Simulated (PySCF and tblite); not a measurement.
N-methylformamide, C₂H₅NO, numbered as in [CH3:1][NH:2][CH:3]=[O:4].

Conformers came from 60 starts (ETKDG and KDG, MMFF94s, GFN2-xTB); geometries are GFN2-xTB. Weights use PBE0-D3(BJ)/pcSseg-1 energies plus GFN2-xTB zero-point and thermal terms (modes under about 100 cm⁻¹ blended into free rotors). Symmetry numbers and mirror images are counted. Conformers within 3 kcal/mol (GFN2-xTB free energy) were kept, 10 at most. GIAO shieldings: PBE0/pcSseg-1. Shifts are against TMS (¹H), TMS (¹³C), NH3 (¹⁵N) at the same level. Programs: PySCF with density fitting and tblite.

Torsions listed: C1–N2–C3–O4.

| conformer | shape | weight % | dipole D |
| --- | --- | --- | --- |
| 1 | 0° | 100.0 | 3.99 |

Question: How does the computed dipole moment compare with the measured one in the gas phase?

Answer: Computed: 3.99 D in the leading conformer, 3.99 D as root mean square over the ensemble. Measured: 3.83 D (NIST CCCBDB Release 22 (SRD 101), experimental dipoles).


¹⁵N shifts are against a computed isolated NH3 molecule, about 20 ppm from the liquid.